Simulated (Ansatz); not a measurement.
A nudged elastic band was laid between two geometries of C2H4N2O (9 atoms, charge 0, multiplicity 1).

The calculation used RKS B3LYP-D4/def2-SVP (Ansatz).

- movable images: 5
- climbing image: yes
- spring: 5.0 eV/Å²
- optimiser: quadratic models (default)
- start path: through a guess of the saddle point
- force threshold: 0.05 eV/Å
- iteration limit: 60
- end points: relaxed

First end point:

```xyz
9
Properties=species:S:1:pos:R:3
N -1.492 0.262 0.372
C -0.344 -0.541 0.218
N 1.079 -0.128 0.830
C 0.859 -0.097 -0.405
O 1.458 0.224 -1.546
H -1.291 1.258 0.316
H -1.979 0.071 1.246
H -0.562 -1.615 0.289
H 2.362 0.520 -1.338
```

Last end point:

```xyz
9
Properties=species:S:1:pos:R:3
N -1.263 0.436 0.722
C -0.296 -0.501 0.305
N 1.209 -0.332 0.813
C 0.895 -0.113 -0.379
O 1.410 0.320 -1.525
H -1.490 1.152 0.039
H -2.106 0.022 1.103
H -0.622 -1.551 0.281
H 2.351 0.521 -1.376
```

Problem. What changes between the two ends?

Solution. No bond is made or broken. The height of N1 over the plane of its neighbours goes from -0.34 to 0.29 Å.

Problem. What energy profile does the band end with?

Solution. The forces met the threshold. The highest image is number 4 of 0 to 6, 0.131 eV above the first end and 0.016 eV above the last; the last end lies 0.115 eV above the first. A vibrational analysis at the climbing image gives one clearly imaginary mode, 421i cm⁻¹: a first-order saddle point.

| image | path coordinate (Å) | energy (eV) | height of N1 over the plane of its neighbours (Å) |
| --- | --- | --- | --- |
| 0 | 0.00 | 0.000 | -0.34 |
| 1 | 0.13 | 0.016 | -0.27 |
| 2 | 0.26 | 0.062 | -0.16 |
| 3 | 0.39 | 0.112 | -0.04 |
| 4 | 0.52 | 0.131 | 0.10 |
| 5 | 0.65 | 0.121 | 0.22 |
| 6 | 0.77 | 0.115 | 0.29 |

Problem. What is the geometry of the highest image?

Solution. 
```xyz
9
Properties=species:S:1:pos:R:3
N -1.323 0.366 0.617
C -0.308 -0.521 0.278
N 1.211 -0.287 0.818
C 0.891 -0.120 -0.381
O 1.410 0.293 -1.537
H -1.419 1.249 0.138
H -2.122 0.037 1.137
H -0.595 -1.580 0.293
H 2.344 0.518 -1.380
```

Problem. What are the harmonic wavenumbers there?

Solution. 421i, 201, 284, 334, 482, 497, 581, 632, 872, 981, 1114, 1189, 1252, 1390, 1578, 1609, 1891, 3119, 3618, 3716, 3740 cm⁻¹.

The band took 8 iterations and about 80 core-seconds.

The run took 80 s on 1 thread of Intel(R) Xeon(R) 6975P-C (Granite Rapids) (shared host), peak memory 0.2 GiB.
